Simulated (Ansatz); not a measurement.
C$_{6}$H$_{12}$, SMILES `C=CC(C)CC`, relaxed with RKS PBE0-D4/def2-TZVP in Ansatz 0.2.0 from a GFN2-xTB geometry. The force threshold is 0.005 eV/Å; the program also tests the step.

Total charge 0; spin multiplicity 1.

Start:

```xyz
18

C     2.072    0.284   -1.711
C     0.851   -0.099   -1.394
C     0.312   -0.173    0.004
C    -0.093   -1.616    0.315
C    -0.872    0.796    0.140
C    -1.380    0.934    1.570
H     2.788    0.579   -0.960
H     2.414    0.321   -2.732
H     0.152   -0.390   -2.168
H     1.097    0.133    0.704
H    -0.912   -1.928   -0.332
H     0.750   -2.283    0.149
H    -0.410   -1.716    1.350
H    -1.687    0.459   -0.505
H    -0.552    1.778   -0.218
H    -1.812    0.002    1.926
H    -0.569    1.216    2.239
H    -2.149    1.702    1.622
```

```json
{"step": "1", "energy (eV)": "-6412.1112", "largest force (eV/Å)": "0.480", "largest move (Å)": "0.000"}
{"step": "2", "energy (eV)": "-6412.1265", "largest force (eV/Å)": "0.222", "largest move (Å)": "0.027"}
{"step": "3", "energy (eV)": "-6412.1287", "largest force (eV/Å)": "0.041", "largest move (Å)": "0.020"}
{"step": "4 (rejected)", "energy (eV)": "-6412.1284", "largest force (eV/Å)": "0.113", "largest move (Å)": "0.025"}
{"step": "5", "energy (eV)": "-6412.1290", "largest force (eV/Å)": "0.024", "largest move (Å)": "0.012"}
{"step": "6", "energy (eV)": "-6412.1291", "largest force (eV/Å)": "0.016", "largest move (Å)": "0.016"}
{"step": "7", "energy (eV)": "-6412.1292", "largest force (eV/Å)": "0.014", "largest move (Å)": "0.010"}
{"step": "8", "energy (eV)": "-6412.1292", "largest force (eV/Å)": "0.003", "largest move (Å)": "0.004"}
```

End:

```xyz
18

C     2.075    0.278   -1.735
C     0.850   -0.101   -1.400
C     0.313   -0.169   -0.006
C    -0.087   -1.602    0.334
C    -0.855    0.811    0.152
C    -1.397    0.914    1.568
H     2.799    0.576   -0.982
H     2.401    0.306   -2.768
H     0.153   -0.394   -2.186
H     1.112    0.142    0.679
H    -0.898   -1.942   -0.318
H     0.757   -2.282    0.199
H    -0.428   -1.691    1.367
H    -1.659    0.514   -0.532
H    -0.521    1.798   -0.182
H    -1.841   -0.024    1.907
H    -0.604    1.182    2.273
H    -2.170    1.683    1.633
```

It took 29 s on 2 threads of an AMD EPYC 7R13 on a shared host and a share of an NVIDIA H100 80 GB, with 0.87 GiB of host memory at the peak.
